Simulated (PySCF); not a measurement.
**One shape, several levels: H3NO (hydroxylamine)**

We compute a comparison of 6 runs (B3LYP/6-31G*, BLYP/def2-TZVPP, SVWN5/def2-TZVPP, TPSS/def2-TZVPP, SCS-MP2/def2-TZVPP, CCSD(T)/def2-TZVPP) of H3NO (hydroxylamine). Input form: a Python script.

The calculation is run with PySCF 2.14.0.

2 further runs of the same task are left out: 2 set aside as unsound or not needed.

## (1) Starting point

The species is H3NO (5 atoms), meant as a singlet with charge 0. SMILES: `NO`. Geometry: relaxed at GFN2-xTB. This is one conformer, not always the lowest.

Bond lengths: N1–O2 1.432 Å, N1–H3 1.020 Å, N1–H4 1.020 Å, O2–H5 0.966 Å. Angles: N1–O2–H5 105.0°, O2–N1–H3 105.6°, O2–N1–H4 105.6°, H3–N1–H4 107.4°.

## (2) The energy at B3LYP/6-31G(d) (spherical functions) (run 1)

run.py

```python
# hydroxylamine
from pyscf import gto, dft

system = gto.M(
    atom='''
N   -0.178910  -0.366440  -0.312920
O    0.371730   0.674250   0.501760
H   -0.161770  -1.206140   0.265260
H   -1.156690  -0.114310  -0.454620
H    1.125640   1.012630   0.000530
''',
    spin=0,
    verbose=3,
    max_memory=1860,
    basis='6-31g*',
)

calc0 = dft.RKS(system, xc='b3lyp')
calc0.grids.level = 5
calc0.conv_tol = 1e-10
calc0.kernel()
if not calc0.converged:
    calc0 = calc0.newton().run(calc0.mo_coeff, calc0.mo_occ)

etot = calc0.e_tot
print('E(%s) = %.9f' % ('B3LYP', etot))
```

On the command line:

```sh
$ OMP_NUM_THREADS=1 python run.py
```

Standard output:

```text
converged SCF energy = -131.701065956048
E(B3LYP) = -131.701065956
```

Run time: 2.9 s. Hardware: 1 thread of Arm Neoverse V2, shared host; peak memory 0.23 GiB.

## (3) A single-point energy at BLYP/def2-TZVPP (run 2)

mol.xyz

```xyz
5

N     -0.178910    -0.366440    -0.312920
O      0.371730     0.674250     0.501760
H     -0.161770    -1.206140     0.265260
H     -1.156690    -0.114310    -0.454620
H      1.125640     1.012630     0.000530
```

job.py

```python
# hydroxylamine
from pyscf import gto, dft

molecule = gto.M(
    atom='mol.xyz',
    spin=0,
    verbose=3,
    basis='def2-tzvpp',
    max_memory=1860,
)

calc0 = dft.RKS(molecule)
calc0.xc = 'blyp'
calc0.grids.level = 5
calc0.conv_tol = 1e-10
calc0.kernel()
if not calc0.converged:
    calc0 = calc0.newton().run(calc0.mo_coeff, calc0.mo_occ)

energy = calc0.e_tot
print('Final energy', energy)
```

On the command line:

```sh
$ OMP_NUM_THREADS=1 python job.py
```

Standard output:

```text
converged SCF energy = -131.750285635984
Final energy -131.75028563598448
```

Wall time 9 s (1 thread of Arm Neoverse V2, shared host); peak memory 0.51 GiB.

## (4) A single-point energy at SVWN5/def2-TZVPP (run 3)

input.py

```python
from pyscf import gto, dft

mol = gto.M(
    atom='''
N   -0.178910  -0.366440  -0.312920
O    0.371730   0.674250   0.501760
H   -0.161770  -1.206140   0.265260
H   -1.156690  -0.114310  -0.454620
H    1.125640   1.012630   0.000530
''',
    verbose=4,
    max_memory=1860,
    spin=0,
    basis='def2-tzvpp',
)

mf = dft.RKS(mol, xc='svwn')
mf.conv_tol = 1e-10
mf.grids.level = 5
mf.kernel()
if not mf.converged:
    mf = mf.newton().run(mf.mo_coeff, mf.mo_occ)

energy = mf.e_tot
print(f'total energy: {energy:.8f} hartree')
```

On the command line:

```sh
$ OMP_NUM_THREADS=1 python input.py
```

Standard output:

```text
PySCF version 2.14.0

[... 75 lines left out ...]
converged SCF energy = -130.778631132164
total energy: -130.77863113 hartree
```

Wall time 6.6 s (1 thread of Arm Neoverse V2, shared host); peak memory 0.35 GiB.

Runs 4 to 5 aren't shown in full; the table further down has their settings and results.

## (5) A single-point energy at CCSD(T)/def2-TZVPP (run 6)

calc.py

```python
from pyscf import gto, cc

system = gto.Mole()
system.atom = '''
N       -0.178910      -0.366440      -0.312920
O        0.371730       0.674250       0.501760
H       -0.161770      -1.206140       0.265260
H       -1.156690      -0.114310      -0.454620
H        1.125640       1.012630       0.000530
'''
system.max_memory = 1860
system.spin = 0
system.verbose = 4
system.basis = 'def2-tzvpp'
system.build()

myscf = system.RHF()
myscf.conv_tol = 1e-10
myscf.kernel()
if not myscf.converged:
    myscf = myscf.newton().run(myscf.mo_coeff, myscf.mo_occ)

mycc = cc.CCSD(myscf, frozen=2)
mycc.kernel()
e_t = mycc.ccsd_t()
e_final = mycc.e_tot + e_t
print(f'total energy: {e_final:.8f} hartree')
```

On the command line:

```sh
$ OMP_NUM_THREADS=1 python calc.py
```

Standard output:

```text
PySCF version 2.14.0

[... 61 lines left out ...]
converged SCF energy = -131.04804116127
[... 12 lines left out ...]
Init t2, MP2 energy = -131.512936054546  E_corr(MP2) -0.464894893276506
[... 11 lines left out ...]
CCSD converged
[... 2 lines left out ...]
total energy: -131.54311364 hartree
```

It took 29 s on 1 thread of Arm Neoverse V2, shared host; peak memory 0.72 GiB.

## (6) Overview of the runs

| run | level | integration grid | frozen core orbitals | energy (Eh) | dipole moment (D) of the reference | HOMO energy (eV) | LUMO energy (eV) | wall time |
| --- | --- | --- | --- | --- | --- | --- | --- | --- |
| 1 | B3LYP/6-31G* (spherical functions) | 5 | – | -131.701066 | 0.56 | -6.64 | 2.27 | 2.9 s |
| 2 | BLYP/def2-TZVPP | 5 | – | -131.750286 | 0.53 | -5.66 | 0.24 | 9 s |
| 3 | SVWN5/def2-TZVPP | 5 | – | -130.778631 | 0.54 | -5.84 | 0.25 | 6.6 s |
| 4 | TPSS/def2-TZVPP | 5 | – | -131.791488 | 0.54 | -5.86 | 0.58 | 20 s |
| 5 | SCS-MP2/def2-TZVPP | – | 2 | -131.508714 | 0.68 | -11.49 | 3.66 | 2.1 s |
| 6 | CCSD(T)/def2-TZVPP | – | 2 | -131.543114 | 0.68 | -11.49 | 3.66 | 29 s |

## (7) Summary of results

```
                                          quantity          value
                               run 6: total energy  -131.54311 Eh
       run 6: dipole moment (Hartree–Fock density)         0.68 D
        run 6: HOMO energy (Hartree–Fock orbitals)      -11.49 eV
        run 6: LUMO energy (Hartree–Fock orbitals)        3.66 eV
      run 6: HOMO–LUMO gap (Hartree–Fock orbitals)       15.15 eV
run 6: correlation energy (2 core orbitals frozen)     -495.1 mEh
                             run 6: (T) correction     -16.87 mEh
                              run 6: T1 diagnostic          0.009
```

In words: Over runs 1, 2, 3, 4 the dipole moment (its size) runs from 0.53 D (BLYP/def2-TZVPP) to 0.56 D (B3LYP/6-31G*). The two ends differ in method and basis. Over runs 1, 2, 3, 4 the HOMO–LUMO gap runs from 5.90 eV (BLYP/def2-TZVPP) to 8.91 eV (B3LYP/6-31G*). Totals of different functionals can't be ranked against each other. All runs together took 70 s, the longest 29 s.
